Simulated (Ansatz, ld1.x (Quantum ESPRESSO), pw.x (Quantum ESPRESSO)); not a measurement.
copper: does the ultrasoft potential hold in the solid?

* Element: copper
* Generator: ld1.x (Quantum ESPRESSO) 7.5
* Type: ultrasoft
* Functional: LDA (PW92)
* Relativity: scalar-relativistic
* Frozen core: [Ar]
* Valence charge: 11
* Reference configuration: 3d10 4s1 4p0
* Partial waves: 4s (bound): rcut 1.65, rcutus 2.15 bohr; 4s channel at 0.05 Ry: rcut 1.65, rcutus 2.15 bohr; 4p (bound, empty): rcut 2.25, rcutus 2.65 bohr; 4p channel at 0.25 Ry: rcut 2.25, rcutus 2.65 bohr; 3d (bound): rcut 1.15, rcutus 1.50 bohr; 3d channel at 2.05 Ry: rcut 1.15, rcutus 1.50 bohr
* Local potential: all-electron potential smoothed inside 2.45 bohr (lloc = -2)
* Core correction: Bessel-smoothed model core inside 0.70 bohr
* Augmentation charge: PSQ, radius 1.10 bohr

Crystal test: bcc Cu in pw.x 7.5, no spin, 16³ k-points, Fermi–Dirac smearing 0.01 Ry, cutoffs 100/800 Ry. The reference is all-electron LAPW (Ansatz 0.2.0) with the same functional, mesh and smearing; V0 and B0 come from Birch–Murnaghan fits to the pressures at five volumes. Errors are pseudo minus all-electron; Δ is the rms difference of the E(V) curves that follow from these fits, minima aligned, over ±6 % about the mean V0. Mesh and smearing are coarse, so the numbers serve the comparison and aren't converged zero-temperature values; the lattice is a test structure that the element need not adopt.

All-electron: a0 = 2.796 Å (V0 = 10.93 Å³/atom), B0 = 186.3 GPa.

**Question.** How far does the potential miss the all-electron equation of state?

**Answer.** mean pressure error (GPa): +1.26; a0 (Å): 2.801; a0 error (%): +0.15; B0 error (%): +16.1; Δ (meV/atom): 3.3. The largest radius (2.65 bohr) exceeds half the bond length (2.29 bohr), so the spheres overlap, which is one possible source of error among others. This is a poor potential for the solid. Atomic configuration tests: 1 of 9 tests not solved or not reliable.

| V (Å³/atom) | P all-electron (GPa) | P pseudo (GPa) |
| --- | --- | --- |
| 10.393 | 10.69 | 14.07 |
| 10.666 | 4.87 | 6.92 |
| 10.940 | -0.14 | 0.84 |
| 11.213 | -4.45 | -4.25 |
| 11.487 | -8.15 | -8.48 |

**Question.** At the middle volume, how do free energy and pressure move when the wave cutoff is lowered (ecutrho held at 800 Ry)?

**Answer.**

```tsv
cutoff (Ry)	shift of F (meV/atom)	shift of P (GPa)
45	+341.3	-18.30
60	+83.6	-2.34
80	+4.2	-0.20
```

The run at the middle volume (145 k-points, 13 iterations) took about 43 s on one core of a shared host (Neoverse-V2, 96 threads, 742 GiB, load 33).
